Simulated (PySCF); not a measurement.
## NO₂⁻, singlet: computed properties

Method: PBE0/[N def2-TZVPD, O def2-TZVPD], no relativity, density fitting, PySCF.

The structure is a minimum.

```
Point group                                                                   : C2v
Bond lengths                                                                  : N–O 1.245 Å (×2)
Bond angles                                                                   : O–N–O 116.8°
Enthalpy at 298.15 K above 0 K                                                : 10.15 kJ/mol
Rotational constants                                                          : 4.063, 0.4684, 0.42 cm⁻¹
Entropy at 298.15 K and 1 bar                                                 : 236.5 J/(mol K)
Lowest empty level                                                            : 5.46 eV
Heat capacity Cp at 298.15 K                                                  : 36.8 J/(mol K)
Highest occupied level                                                        : -0.08 eV
Principal polarisabilities                                                    : 21.7, 29.7, 40.0 bohr³
Rotational symmetry number                                                    : 2
Principal quadrupole moments (Buckingham, traceless) about the centre of mass : -6.11, 0.64, 5.47 D Å
Dipole moment about the centre of mass                                        : 0.40 D
Zero-point energy                                                             : 21.4 kJ/mol
```

Harmonic modes (masses in u: N 14.003, O 15.995):
| symmetry | ω (cm⁻¹) | IR (km/mol) |
| --- | --- | --- |
| a1 | 818 | 0.6 |
| b2 | 1365 | 780 |
| a1 | 1389 | 4.5 |

In C2v the vibrations span 2a1 + b2. Here b1 is antisymmetric to the molecular plane and b2 lies in it.

Charges (e); Mulliken and Löwdin values are unreliable with diffuse functions:
```tsv
atom	Mulliken	Löwdin	polar tensor	Mayer order to N1
N1	-0.04	-0.45	0.70	–
O2,3	-0.48	-0.27	-0.85	1.42
```

Mulliken populations on N1: s 3.89, p 2.97, d 0.17, f 0.01.

Outer orbital energies (eV). occupied: -21.32, -10.53, -7.04, -6.73, -6.61, -1.95, -1.34, -0.08; empty: 5.46, 5.57, 5.58, 6.38.

Counting electrons, nitrogen keeps 2 of its valence electrons outside its bonds, so the VSEPR class is AX2E1 and the expected shape is bent (C2v), as computed.

Only a few start shapes were tried, so a lower isomer may exist. The lowest empty level of this anion is unbound, so it and the gap depend on the basis.

The final relaxation and frequency run took of the order of 40 core-seconds on a shared host.
